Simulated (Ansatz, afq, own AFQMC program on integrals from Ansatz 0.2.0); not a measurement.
AFQMC on a folder of integrals that Ansatz 0.2.0 wrote.

```yaml
crystal:
  periodic: [false, false, false]
  atoms:
    - {symbol: Ge, position_ang: [0.000000, 0.017080, 0.367221]}
    - {symbol: N, position_ang: [0.000000, -0.140135, -1.738920]}
    - {symbol: H, position_ang: [0.000000, 0.716451, -2.300131]}
basis:
  gaussian: {orbitals: cc-pVDZ}
magnetization: {spin_polarized: false, initial_magnetization: 2}
correlation: {method: ccsd_t, electrons: outside_noble_gas, hamiltonian_folder: ham}
```

```sh
$ ansatz run in.yaml --threads 1 --pin off --events-out ev --progress --plain --max-ram 1382MiB
```

afq runs on the folder ham with

```
--method free --trial cisd --walkers 60 --time-step 0.03 --max-blocks 80 --target-error 0.00038 --factor-cut 1e-05 --seed 4469 --times 0,0.21,0.42,0.81,1.2,1.8,2.4,3 --taylor-order 8
```

Times are imaginary, in 1/Eh. The walk had a cap of 723 s. Filled inner d shells are frozen with the cores.

Log:

```
orbitals 31  electrons 6 4  factors 228 of 509
reference energy -2130.26594462 Eh
CCSD correlation -0.22904277 Eh in 29 cycles, weight of the determinant in the CISD state 0.8677
repeat  energy at the last time / Eh  error
    10  -2130.500333  0.000984
    20  -2130.502399  0.000913
    30  -2130.502845  0.000856
    40  -2130.502928  0.000700
    50  -2130.502826  0.000567
    60  -2130.502853  0.000505
    70  -2130.503177  0.000461
    80  -2130.503666  0.000505
time / (1/Eh)  energy / Eh  error  mean overlap
  0.00  -2130.494584  0.000193  1.1508
  0.21  -2130.498263  0.000241  1.1589
  0.42  -2130.500174  0.000245  1.1607
  0.81  -2130.501625  0.000282  1.1671
  1.20  -2130.503151  0.000356  1.1503
  1.80  -2130.503261  0.000423  1.1523
  2.40  -2130.503126  0.000378  1.1730
  3.00  -2130.503666  0.000505  1.1603
energy -2130.503666 +/- 0.000505 Eh
```

The run passed its tests (error under three times the target), which doesn't prove that it has relaxed.

Against this walk (error 13.7 meV) on the same determinant: CCSD(T) 44.9 meV higher, CCSDT(Q) 10.2 meV higher (within the noise). The error is statistical, and a free projection of finite length keeps a remainder of its start. None of these is a sure reference here.

Cautions: remainder of the start not in the error; error above the target (13.7 against 10.3 meV); no relativity below Rb; no spin-orbit coupling; inner d shell frozen; lower spins were not checked; higher spins were not checked; a spin-contaminated unrestricted determinant lies lower (UHF 223 meV lower, ⟨S²⟩ 2.06); CCSDT(Q) is in doubt: among natural orbitals it converges to other amplitudes; CCSDT(Q) on the UHF determinant differs (86 meV lower), by its state or its frozen core.

The walk took 2.7 min on 1 thread of Intel(R) Xeon(R) 6975P-C (Granite Rapids) (shared host). The log's last line is the free-projection energy.

CCSDT and higher add their correlation energy to the determinant of the CCSD(T) run, since their own runs factorise the integrals more tightly (a shift of under 2 meV).
